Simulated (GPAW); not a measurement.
**C3H6 (SMILES C[C]C) at 3 levels**

We compute a comparison of 3 runs (UPBE/real-space grid, UWC/dz(dzp), UPBE/dzp) of C3H6. 

Program for the calculation: GPAW 26.7.0.

3 further runs of the same task are left out: 1 that didn't finish, 2 set aside as unsound or not needed.

## Step 1: Starting point

C3H6 has 9 atoms, charge 0, and is taken as a triplet. As SMILES, `C[C]C`. The coordinates come from a GFN2-xTB relaxation.

Bond lengths: C1–C2 1.452 Å, C2–C3 1.452 Å, C1–H4 1.091 Å, C1–H5 1.101 Å, C1–H6 1.101 Å, C3–H7 1.100 Å, C3–H8 1.092 Å, C3–H9 1.100 Å. Some angles: C1–C2–C3 133.9°, C2–C1–H4 110.5°, C2–C1–H5 111.9°, C2–C1–H6 111.9°, C2–C3–H7 111.9°, C2–C3–H8 110.5°, C2–C3–H9 111.9°, H4–C1–H5 107.4°, H4–C1–H6 107.4°, H5–C1–H6 107.6°.

## Step 2: Energy and one-electron properties at UPBE/real-space grid (scalar-relativistic datasets) (run 1)

File run.xyz:

```xyz
9

C     -0.672380     0.760400    -0.868890
C     -0.202360    -0.489230    -0.298260
C      0.646640    -0.823110     0.830780
H     -1.313920     0.570240    -1.731020
H      0.160020     1.393530    -1.211720
H     -1.258780     1.346350    -0.144990
H      0.231850    -0.450390     1.779520
H      0.751400    -1.905740     0.922400
H      1.657520    -0.402040     0.722170
```

File run.py:

```python
import numpy as np
from ase.io import read
from ase.units import Debye
from gpaw import GPAW

# Structure
atoms = read('run.xyz')
atoms.center(vacuum=4.5)
atoms.set_initial_magnetic_moments([0.666667, 0.666667, 0.666667, 0.0, 0.0, 0.0, 0.0, 0.0, 0.0])

# Calculator
calc = GPAW(mode='fd',
            h=0.18,
            xc='PBE',
            occupations={'name': 'fermi-dirac', 'width': 0.0, 'fixmagmom': True},
            maxiter=150,
            symmetry='off',
            txt='-')
atoms.calc = calc

energy = atoms.get_potential_energy()
print(f'Energy                  {energy:.5f} eV')
forces = atoms.get_forces()
print('Forces (eV/Ang)')
for symbol, f in zip(atoms.symbols, forces):
    print(f'{symbol:2} {f[0]:9.4f} {f[1]:9.4f} {f[2]:9.4f}')
dipole = atoms.get_dipole_moment() / Debye
print(f'Dipole: {np.linalg.norm(dipole):.3f} D')
print('Moments:', atoms.get_magnetic_moments().round(3))
```

Run with:

```bash
$ OMP_NUM_THREADS=1 python run.py
```

What it wrote:

```text
[...]
Number of symmetries: 1
[...]
  Number of IBZ points: 1
[...]
Spin-components: 2 (collinear spins)
Bands:           17
[...]
  Valence electrons: 18.0
[...]
  Grid points: [68 68 68]
  Charge: 0.0  # |e|
[...]
    cutoffs:
[...]
occupation numbers:
  Fixed magnetic moment: 2.000
[...]
xc functional:
  name: PBE with 2 nearest neighbor stencil
[...]
|iter     |     time |      energy | eigst |  dens |  magmom |
[...]
|iter:   1| 00:00:08 |  -49.643787 | +1.34 |       |  +1.9964|
[...]
|iter:  16| 00:01:27 |  -45.710417c| -7.54c| -5.33c|  +2.0000|
Converged in 16 steps
[...]
Energy contributions relative to reference atoms: (reference = -3157.825320)
Energy contributions:
  Kinetic:          46.353266
  Coulomb:         -49.561670
  Zero:              0.232605
  External:          0.000000
  Xc:              -42.734618
  Entropy:           0.000000
  Spinorbit:         0.000000
  ----------------------------
  Free energy:     -45.710417
  Extrapolated:    -45.710417
dipole moment: (0.052950, 0.128032, 0.078187)  # |e|*Ang
Total magnetic moment: (0.000000, 0.000000, 2.000001)
Local magnetic moments
|        x |        y |         z |
|----------|----------|-----------|
| 0.000000 | 0.000000 | -0.004081 |  # C    0
| 0.000000 | 0.000000 |  0.572397 |  # C    1
| 0.000000 | 0.000000 | -0.004095 |  # C    2
| 0.000000 | 0.000000 |  0.014717 |  # H    3
| 0.000000 | 0.000000 |  0.026133 |  # H    4
| 0.000000 | 0.000000 |  0.026060 |  # H    5
| 0.000000 | 0.000000 |  0.026090 |  # H    6
| 0.000000 | 0.000000 |  0.014749 |  # H    7
[...]
Fermi levels: -0.464, -8.935
[...]
Gap: 1.073 eV
Transition (v -> c):
[...]
H    -0.1565    0.2004    0.1557
H    -0.0581    0.0740    0.2792
H     0.1004   -0.2909    0.1171
H     0.2794    0.0880    0.0320
Dipole: 0.764 D
Moments: [-0.004  0.572 -0.004  0.015  0.026  0.026  0.026  0.015  0.026]
```

Wall time 88 s (1 thread of Intel Xeon Platinum 8488C (Sapphire Rapids), shared host); peak memory 1.1 GiB.

## Step 3: The solvation energy at UWC/dz(dzp) (scalar-relativistic datasets, Held-Walter continuum water) (run 2)

File c3h6_solv.py:

```python
import numpy as np
from ase.io.zmatrix import parse_zmatrix
from ase.units import Debye, kcal, mol
from gpaw import GPAW, setup_paths
from gpaw.atom.configurations import parameters
from gpaw.atom.generator import Generator
from gpaw.solvation import SolvationGPAW, get_HW14_water_kwargs

zmat = """
C
C 1 r2
C 2 r3 1 a3
H 1 r4 2 a4 3 d4
H 1 r5 4 a5 2 d5
H 1 r6 4 a6 5 d6
H 3 r7 2 a7 1 d7
H 3 r8 7 a8 2 d8
H 3 r9 8 a9 7 d9
"""
values = dict(r2=1.451934, r3=1.451554, a3=133.86799, r4=1.091331, a4=110.53655, d4=-179.54518, r5=1.10058, a5=107.38366, d5=122.29779, r6=1.100561, a6=107.40753, d6=115.42666, r7=1.10049, a7=111.85156, d7=60.192, r8=1.091539, a8=107.44158, d8=-121.38327, r9=1.100443, a9=107.43567, d9=115.47872)
atoms = parse_zmatrix(zmat, defs=values)
atoms.center(vacuum=4.0)
atoms.set_initial_magnetic_moments([0.666667, 0.666667, 0.666667, 0.0, 0.0, 0.0, 0.0, 0.0, 0.0])

for symbol in ["C", "H"]:
    Generator(symbol, xcname="WC", scalarrel=True, nofiles=True, txt=None).run(**parameters[symbol])
setup_paths.insert(0, ".")

calc = GPAW(mode="lcao",
            basis="dz(dzp)",
            maxiter=120,
            h=0.18,
            symmetry="off",
            legacy_gpaw=True,
            occupations={"name": "fermi-dirac", "width": 0.02, "fixmagmom": True},
            xc="WC",
            txt="c3h6.txt")
atoms.calc = calc
e_gas = atoms.get_potential_energy()
mu_gas = np.linalg.norm(atoms.get_dipole_moment()) / Debye

solvent = get_HW14_water_kwargs()
calc = SolvationGPAW(mode="lcao",
                     occupations={"name": "fermi-dirac", "width": 0.02, "fixmagmom": True},
                     basis="dz(dzp)",
                     symmetry="off",
                     h=0.18,
                     xc="WC",
                     maxiter=120,
                     txt="solvated.txt",
                     **solvent)
atoms.calc = calc
e_sol = atoms.get_potential_energy()
mu_sol = np.linalg.norm(atoms.get_dipole_moment()) / Debye
dg = (e_sol - e_gas) / (kcal / mol)
print(f"Solvation free energy   {dg:.2f} kcal/mol")
print(f'Dipole {mu_gas:.3f} D in gas, {mu_sol:.3f} D in solution')
```

Run with:

```bash
$ python c3h6_solv.py > c3h6_solv.log
```

What it wrote:

```text
Solvation free energy   0.57 kcal/mol
Dipole 0.822 D in gas, 1.095 D in solution
```

c3h6.txt:

```text
___ ___ ___ _ _ _
 |   |   |_  | | | |
 | | | | | . | | | |
 |__ |  _|___|_____|  26.7.0
 |___|_|

units:  Angstrom and eV
cores:  1
OpenMP: False

Versions:
  Python: 3.12.14
  ASE:    3.29.0
  Numpy:  2.5.5
  Scipy:  1.18.1
  Libxc:  7.0.0

        _gpaw.cpython-312-x86_64-linux-gnu.so

Input parameters:
  basis: dz(dzp)
  h: 0.18
  maxiter: 120
  mode: lcao
  occupations: {fixmagmom: True,
                name: fermi-dirac,
                width: 0.02}
  symmetry: off
  xc: WC

[... 69 lines left out ...]
Reference energy: -3149.081910  # eV
[... 5 lines left out ...]
 Maximum [total energy] change in last 3 cyles: 0.0005 eV / valence electron
[... 14 lines left out ...]
       k-points in crystal coordinates                weights
[... 117 lines left out ...]
Converged after 10 iterations.
[... 21 lines left out ...]
Free energy:    -44.454360
[... 70 lines left out ...]
Memory usage: 550.19 MiB
```

solvated.txt:

```text
___ ___ ___ _ _ _
 |   |   |_  | | | |
 | | | | | . | | | |
 |__ |  _|___|_____|  26.7.0
 |___|_|

units:  Angstrom and eV
cores:  1
OpenMP: False

Versions:
  Python: 3.12.14
  ASE:    3.29.0
  Numpy:  2.5.5
  Scipy:  1.18.1
  Libxc:  7.0.0

        _gpaw.cpython-312-x86_64-linux-gnu.so

Input parameters:
  basis: dz(dzp)
  h: 0.18
  maxiter: 120
  mode: lcao
  occupations: {fixmagmom: True,
                name: fermi-dirac,
                width: 0.02}
  symmetry: off
  xc: WC

[... 91 lines left out ...]
Convergence criteria:
[... 15 lines left out ...]
       k-points in crystal coordinates                weights
[... 35 lines left out ...]
      Finite-difference x-derivative with O(h^6) error (6 points)
      Finite-difference y-derivative with O(h^6) error (6 points)
      Finite-difference z-derivative with O(h^6) error (6 points)
[... 45 lines left out ...]
Bands to converge: occupied
[... 82 lines left out ...]
Free energy:    -44.429787
[... 60 lines left out ...]
Memory usage: 870.77 MiB
```

Run time: 86 s. Hardware: 1 thread of Intel Xeon Platinum 8488C (Sapphire Rapids), shared host; peak memory 0.85 GiB.

## Step 4: The charge distribution at UPBE/dzp (scalar-relativistic datasets) (run 3)

File molecule.xyz:

```xyz
9

C     -0.672380     0.760400    -0.868890
C     -0.202360    -0.489230    -0.298260
C      0.646640    -0.823110     0.830780
H     -1.313920     0.570240    -1.731020
H      0.160020     1.393530    -1.211720
H     -1.258780     1.346350    -0.144990
H      0.231850    -0.450390     1.779520
H      0.751400    -1.905740     0.922400
H      1.657520    -0.402040     0.722170
```

File calc.py:

```python
import numpy as np
from ase.io import read
from ase.units import Debye
from gpaw import GPAW

# Geometry
atoms = read('molecule.xyz')
atoms.center(vacuum=4.5)
atoms.set_initial_magnetic_moments([0.666667, 0.666667, 0.666667, 0.0, 0.0, 0.0, 0.0, 0.0, 0.0])

# GPAW settings
gpaw_calc = GPAW(mode='lcao',
                 h=0.18,
                 maxiter=150,
                 basis='dzp',
                 symmetry='off',
                 occupations={'name': 'fermi-dirac', 'width': 0.0, 'fixmagmom': True},
                 xc='PBE',
                 txt='-')
atoms.calc = gpaw_calc

energy = atoms.get_potential_energy()
print(f'Energy = {energy:.5f} eV')
forces = atoms.get_forces()
print('Forces (eV/Ang)')
for symbol, f in zip(atoms.symbols, forces):
    print(f'{symbol:2} {f[0]:9.4f} {f[1]:9.4f} {f[2]:9.4f}')
dipole = atoms.get_dipole_moment() / Debye
print(f'Dipole: {np.linalg.norm(dipole):.3f} D')
print('Moments:', atoms.get_magnetic_moments().round(3))
```

Run with:

```bash
$ python3 -u calc.py | tee calc.out
```

What it wrote:

```text
[...]
Number of symmetries: 1
[...]
  Number of IBZ points: 1
[...]
basis functions: 69
Spin-components: 2 (collinear spins)
Bands:           17
[...]
  Valence electrons: 18.0
[...]
  Grid points: [68 68 68]
  Charge: 0.0  # |e|
[...]
    cutoffs:
[...]
occupation numbers:
  Fixed magnetic moment: 2.000
[...]
xc functional:
  name: PBE with 2 nearest neighbor stencil
[...]
|iter     |     time |      energy | eigst |  dens |  magmom |
[...]
|iter:   1| 00:00:11 |  -45.633129 |      c|       |  +1.9965|
[...]
|iter:  10| 00:00:30 |  -44.341199c|      c| -4.06c|  +2.0000|
Converged in 10 steps
[...]
Energy contributions relative to reference atoms: (reference = -3157.825320)
Energy contributions:
  Kinetic:          38.765783
  Coulomb:         -41.117843
  Zero:              0.184510
  External:          0.000000
  Xc:              -42.173650
  Entropy:           0.000000
  Spinorbit:         0.000000
  ----------------------------
  Free energy:     -44.341199
  Extrapolated:    -44.341199
dipole moment: (0.044896, 0.108455, 0.066316)  # |e|*Ang
Total magnetic moment: (0.000000, 0.000000, 2.000004)
Local magnetic moments
|        x |        y |         z |
|----------|----------|-----------|
| 0.000000 | 0.000000 | -0.007462 |  # C    0
| 0.000000 | 0.000000 |  0.599729 |  # C    1
| 0.000000 | 0.000000 | -0.007487 |  # C    2
| 0.000000 | 0.000000 |  0.014118 |  # H    3
| 0.000000 | 0.000000 |  0.025803 |  # H    4
| 0.000000 | 0.000000 |  0.025735 |  # H    5
| 0.000000 | 0.000000 |  0.025764 |  # H    6
| 0.000000 | 0.000000 |  0.014158 |  # H    7
[...]
Fermi levels: 1.906, -8.800
[...]
Gap: 3.067 eV
Transition (v -> c):
[...]
H    -0.4180    0.4700    0.4553
H    -0.2245    0.2309    0.7090
H     0.1461   -0.8101    0.1511
H     0.7352    0.2724   -0.0005
Dipole: 0.648 D
Moments: [-0.007  0.6   -0.007  0.014  0.026  0.026  0.026  0.014  0.026]
```

It took 31 s on 1 thread of Intel Xeon Platinum 8488C (Sapphire Rapids), shared host; peak memory 1.1 GiB.

## Step 5: The series

```csv
run,level,task,mode,energy (Eh),dipole moment (D),HOMO energy (eV),LUMO energy (eV),wall time
1,UPBE/real-space grid (scalar-relativistic datasets),properties,fd,-117.727767,0.76,-3.99,-2.40,88 s
2,"UWC/dz(dzp) (scalar-relativistic datasets, Held-Walter continuum water)",solvation,lcao,-117.359390,1.09,-3.70,-1.92,86 s
3,UPBE/dzp (scalar-relativistic datasets),properties,lcao,-117.677449,0.65,-3.74,-1.99,31 s
```

## Step 6: Results

| quantity | value |
| --- | --- |
| run 3: energy as printed (from the program's reference atoms) | -44.3412 eV |
| run 3: dipole moment | 0.65 D |
| run 3: HOMO energy (highest over α and β) | -3.74 eV |
| run 3: LUMO energy (lowest over α and β) | -1.99 eV |
| run 3: largest force on an atom | 0.848 eV/Å |

In words: The dipole moment (its size) runs from 0.65 D (UPBE/dzp) to 1.09 D (UWC/dz(dzp)). The two ends differ in method and basis and solvent. Totals of different functionals can't be ranked against each other. All runs together took 3.4 min, the longest 88 s.
